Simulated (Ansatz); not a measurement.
The first iterations of a band of C$_{3}$H$_{5}$NS (10 atoms, charge 0, multiplicity 1).

Theory: RKS B3LYP-D4/def2-mTZVP in Ansatz 0.2.0.

```yaml
movable_images: 1
climbing_image: yes
spring: 5.0 eV/Å²
optimiser: quadratic models (default)
start_path: IDPP
force_threshold: 0.03 eV/Å
iteration_limit: 60
end_points: relaxed
```

First end point:

```xyz
10
Properties=species:S:1:pos:R:3
C -0.456 -0.874 0.480
C 0.123 0.233 -0.403
S 1.787 0.839 0.182
C -0.758 1.392 -0.452
N -1.470 2.298 -0.475
H -0.570 -0.529 1.506
H 0.209 -1.738 0.478
H -1.431 -1.189 0.104
H 0.249 -0.126 -1.425
H 2.400 -0.357 0.008
```

Last end point:

```xyz
10
Properties=species:S:1:pos:R:3
C -0.605 -0.922 0.619
C 0.175 -0.013 -0.334
S 1.864 0.277 0.387
C -0.513 1.250 -0.562
N -1.060 2.247 -0.750
H -0.730 -0.451 1.593
H -0.073 -1.864 0.749
H -1.593 -1.134 0.209
H 0.300 -0.511 -1.296
H 2.319 1.070 -0.612
```

| iteration | highest image above the first end (eV) | largest band force component (eV/Å) |
| --- | --- | --- |
| 1 | 0.143 | 0.768 |
| 2 | 0.036 | 0.213 |

Question: Does the band converge within its limit, and where does its top end?

Answer: It converged. It ended after 6 iterations with the highest image 0.032 eV above the first end. Another band between the same ends (9 images) ends at a top of the same energy, where a vibrational analysis finds 1 clearly imaginary mode. So few images can step over the top or miss a turn of the path.

Run time: 16 s on 2 threads of AMD EPYC 9R14 (Zen 4) (shared host), peak memory 0.25 GiB.
